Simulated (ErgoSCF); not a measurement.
# One shape, several levels: BH2Cl− (SMILES [BH2-]Cl)

Wanted: a comparison of 4 runs (UHF/6-31G*, UHF/def2-SVP, UB3LYP/STO-3G, UBLYP/def2-SVPD) of BH2Cl−. 

The results are computed with ErgoSCF 3.8.

2 further runs of the same task are left out: 1 that didn't finish, 1 set aside as unsound or not needed.

### Step 1. The molecule

BH2Cl−: 4 atoms, total charge -1, spin state doublet. As SMILES, `[BH2-]Cl`. The coordinates come from a GFN2-xTB relaxation.

Bond lengths: B1–Cl2 1.923 Å, B1–H3 1.212 Å, B1–H4 1.212 Å. Angles: Cl2–B1–H3 107.8°, Cl2–B1–H4 107.8°, H3–B1–H4 115.8°.

### Step 2. The energy at UHF/6-31G(d) (spherical functions) (run 1)

Input file input.ego:

```
set_nthreads("env")
molecule_inline Angstrom
B     -0.072740    -0.194320    -0.337270
Cl     1.390160     0.062360     0.884750
H     -0.963970    -0.752550     0.264630
H     -0.353460     0.884500    -0.812110
EOF
scf.use_diagonalization = 1
basis = "6-31G*"
charge = -1
tmpdir = "."
scf.max_number_of_iterations = 120
spin_polarization = 1
scf.output_mulliken_pop = 1
run "HF"
```

The basis set 6-31G* is read from a file made from the Basis Set Exchange's data (not shown).

Started as:

```bash
$ ergo < input.ego
```

What it wrote:

```text
[...]
INSC SCF_general constructor, number of basis functions: 36
[...]
INSC Energy   1 =       -248.99607094901
[...]
INDE E_LUMO =          0.38721213271
[...]
INSC Energy  19 =       -485.31548565095  ( diff     -0.000000000007731 )
[...]
RESC CONVERGED after  19 iterations.
RESC FINAL ENERGY:       -485.31548565095
RESC FINAL <S2> =          0.75554425162
[...]
INSC SCF: dipole_moment_x [atomic units] =      -1.00174923
INSC SCF: dipole_moment_y [atomic units] =       0.12236368
INSC SCF: dipole_moment_z [atomic units] =      -0.38311946
[...]
```

Wall time 5.7 s (1 thread of Arm Neoverse V2, shared host); peak memory 0.26 GiB.

### Step 3. The energy at UHF/def2-SVP (run 2)

Input file input.xyz:

```xyz
4
BClH2
B     -0.072740    -0.194320    -0.337270
Cl     1.390160     0.062360     0.884750
H     -0.963970    -0.752550     0.264630
H     -0.353460     0.884500    -0.812110
```

Input file ergo.in:

```
set_nthreads("env")
molecule "input.xyz"
tmpdir = "."
charge = -1
scf.use_diagonalization = 1
basis = "def2-SVP"
scf.max_number_of_iterations = 120
spin_polarization = 1
scf.output_mulliken_pop = 1
run "HF"
```

The basis set def2-SVP is read from a file made from the Basis Set Exchange's data (not shown).

Started as:

```bash
$ ergo < ergo.in
```

What it wrote:

```text
[...]
INSC SCF_general constructor, number of basis functions: 42
[...]
INSC Energy   1 =       -222.62273634314
[...]
INDE E_LUMO =          0.35359190505
[...]
INSC Energy  21 =       -485.17185880767  ( diff     -0.000000000008640 )
[...]
RESC CONVERGED after  21 iterations.
RESC FINAL ENERGY:       -485.17185880767
RESC FINAL <S2> =          0.75519644816
[...]
INSC SCF: dipole_moment_x [atomic units] =      -0.83511879
INSC SCF: dipole_moment_y [atomic units] =       0.23116684
INSC SCF: dipole_moment_z [atomic units] =      -0.12291575
[...]
```

Wall time 6.3 s (1 thread of Arm Neoverse V2, shared host); peak memory 0.26 GiB.

Run 3 isn't shown in full; the table further down has it.

### Step 4. A single-point energy at UBLYP/def2-SVPD (run 4)

Input file input.ego:

```
set_nthreads(1)
molecule_inline
B   -0.13745868  -0.36721158  -0.63734793
Cl   2.62702167   0.11784332   1.67193519
H   -1.82163929  -1.42211340   0.50007822
H   -0.66794260   1.67146276  -1.53466548
EOF
scf.use_diagonalization = 1
basis = "def2-SVPD"
tmpdir = "."
XC.radint = 1e-11
spin_polarization = 1
charge = -1
XC.angint = 41
scf.output_mulliken_pop = 1
scf.max_number_of_iterations = 120
XC.sparse_mode = 0
run "BLYP"
```

The basis set def2-SVPD is read from a file made from the Basis Set Exchange's data (not shown).

Started as:

```bash
$ ergo < input.ego
```

What it wrote:

```text
[...]
INDF Weighted mixed functional:
[...]
INSC Energy   1 =       -177.21740198305
[...]
INDE E_LUMO =          0.14016011086
[...]
INSC Energy  25 =       -486.08071070417  ( diff     -0.000000000002274 )
[...]
RESC CONVERGED after  25 iterations.
RESC FINAL ENERGY:       -486.08071070417
RESC FINAL <S2> =          0.75214164328
[...]
INSC SCF: dipole_moment_x [atomic units] =      -0.90492761
INSC SCF: dipole_moment_y [atomic units] =       0.31850644
INSC SCF: dipole_moment_z [atomic units] =      -0.02956117
[...]
```

It took 13 s on 1 thread of Arm Neoverse V2, shared host; peak memory 0.26 GiB.

### Step 5. Overview of the runs

| run | level | integration grid | radint | energy (Eh) | ⟨S²⟩ | wall time |
| --- | --- | --- | --- | --- | --- | --- |
| 1 | UHF/6-31G* (spherical functions) | – | – | -485.315486 | 0.756 | 5.7 s |
| 2 | UHF/def2-SVP | – | – | -485.171859 | 0.755 | 6.3 s |
| 3 | UB3LYP/STO-3G | Turbo | 1e-11 | -480.814449 | 0.752 | 1.6 s |
| 4 | UBLYP/def2-SVPD | Turbo | 1e-11 | -486.080711 | 0.752 | 13 s |

### Step 6. Outcome

```
           quantity          value
run 4: total energy  -486.08071 Eh
        run 4: ⟨S²⟩          0.752
```

**Reading.** Totals of different functionals can't be ranked against each other. In run 3 the basis is minimal, so the values are rough. All runs together took 27 s, the longest 13 s.
